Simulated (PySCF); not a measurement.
## Computed spin Hamiltonian

C₅H₈N (doublet state).
Cartesian coordinates in Å at the GFN2-xTB level; atoms count from 1:
```xyz
14
C5H8N angstrom
C      1.594    0.572    0.348
C      0.948   -0.811    0.228
N     -0.469   -0.771   -0.029
C     -1.421   -0.100    0.794
C     -2.057    0.469   -0.312
C     -1.073   -0.087   -1.129
H      2.662    0.477    0.525
H      1.439    1.140   -0.568
H      1.149    1.125    1.173
H      1.097   -1.372    1.155
H      1.414   -1.368   -0.591
H     -1.520   -0.150    1.858
H     -2.972    0.997   -0.473
H     -0.789   -0.123   -2.160
```

The hyperfine couplings belong to this conformer and change with its torsions.

The species is `CCN1[CH]C=C1` [radical].

Level of theory: PySCF, UKS B3LYP, pcH-1 on C H N, non-relativistic, mean-field spin-orbit, GIAO. Geometry: GFN2-xTB, one conformer, isolated molecule. The geometry wasn't refined by DFT: couplings that depend on bond lengths, twists or pyramidal angles can differ widely from those at the functional's own minimum. No stability test was run, so a lower SCF solution isn't excluded. ⟨S²⟩ is 0.774 where a pure state has 0.75.

- g1, g2, g3: 2.00216, 2.00269, 2.00272
- g_iso: 2.00252
- Form of g: close to axial: the two nearest values differ by 5 % of g3 − g1
- ⟨S²⟩: 0.7739 (exact 0.7500)
- Total energy: -249.99192 Eh
- Basis functions: 230

Hyperfine couplings atom by atom, in 10⁻⁴ cm⁻¹; T1 to T3 are the principal values of the dipolar part (1 × 10⁻⁴ cm⁻¹ = 2.998 MHz):

```tsv
atom	isotope	a_iso	T1	T2	T3	Mulliken spin population
C1	13C	0.0	-0.4	0.1	0.3	0.00
C2	13C	1.7	-0.4	-0.2	0.7	0.00
N3	14N	-1.8	-0.5	0.1	0.4	-0.05
C4	13C	23.4	-18.5	-17.8	36.3	0.67
C5	13C	-15.4	-8.7	3.8	5.0	-0.24
C6	13C	23.4	-18.4	-17.7	36.2	0.67
H7	1H	-0.3	-0.5	-0.3	0.8	0.00
H8	1H	0.5	-1.1	-0.5	1.7	0.00
H9	1H	0.5	-1.1	-0.5	1.6	0.00
H10	1H	-0.3	-0.8	-0.7	1.4	0.00
H11	1H	-0.3	-0.8	-0.7	1.4	0.00
H12	1H	-15.6	-9.1	-0.1	9.2	-0.03
H13	1H	3.2	-1.4	0.2	1.2	0.01
H14	1H	-15.5	-9.1	-0.1	9.2	-0.03
```

Largest spin populations (Mulliken): C4 (+0.67), C6 (+0.67) and C5 (-0.24). The positive populations add up to 1.35 and the negative ones to -0.35, together 2S = 1. The angles at C4 add up to 359.9°, so it is planar; its axial dipolar tensor and the negative coupling of its proton fit spin in a p orbital normal to that plane.

Under fast tumbling the dipolar parts average out, and these isotropic splittings remain: 2 × 1H (H12/H14, I = 1/2, 3 lines) with 1.66 mT, 1 × 1H (H13, I = 1/2, 2 lines) with 0.35 mT, 1 × 14N (N3, I = 1, 3 lines) with 0.19 mT and 2 × 1H (H10/H11, I = 1/2, 3 lines) with 0.03 mT.

Class means assume fast exchange of nuclei equivalent by connectivity; if that motion is slow, each nucleus keeps its own coupling.

The 13C coupling of C4/C6 (mean 70.1 MHz) shows only in satellite lines or after enrichment, since that isotope makes up about 1.07 % of natural carbon.

The spin density at the nucleus, in bohr⁻³, is negative for C5 (-0.0410), N3 (-0.0168) and H12/H14 (-0.0104), for instance. A restricted open-shell determinant has no negative spin density anywhere; here it arises because α and β orbitals differ (spin polarisation).
